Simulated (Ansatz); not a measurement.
Two isomers of C4H6O: A = `C/C=C/C=O`, B = `C=CC(=C)O`.

Program: Ansatz. Geometries: PBE0-D4/def2-TZVP. ΔE: electronic, gas phase. CCSD(T)/CBS adds triple-zeta CCSD(T) − MP2 to the extrapolated MP2 energy (def2 sets, frozen cores). DFT in def2-TZVPP. B3LYP here is the variant with VWN-RPA as its local correlation; programs differ in this. One conformer a species, not always the lowest.

Question: Which is lower in electronic energy at CCSD(T)/CBS, and by how much? (Best estimate.)

Answer: Computed: A, by 7.3 kcal/mol.

Question: Give E(B) − E(A) in kcal/mol with PBE0-D4, MP2/def2-TZVPP, CCSD(T)/def2-TZVPP, HF/def2-TZVPP, ωB97M-V, r2SCAN-D4, B3LYP-D4. (An estimate is asked.)

Answer: Ansatz gave: PBE0-D4 8.5, MP2/def2-TZVPP 8.6, CCSD(T)/def2-TZVPP 8.3, HF/def2-TZVPP 11.1, ωB97M-V 8.3, r2SCAN-D4 8.4, B3LYP-D4 8.8. None reverses the order clearly.

Largest T1 diagnostic: 0.014.

In def2-TZVPP, CCSD(T) changes the Hartree–Fock value by −2.8 kcal/mol (the triples alone add −0.2 kcal/mol) and MP2 by −2.5 kcal/mol.
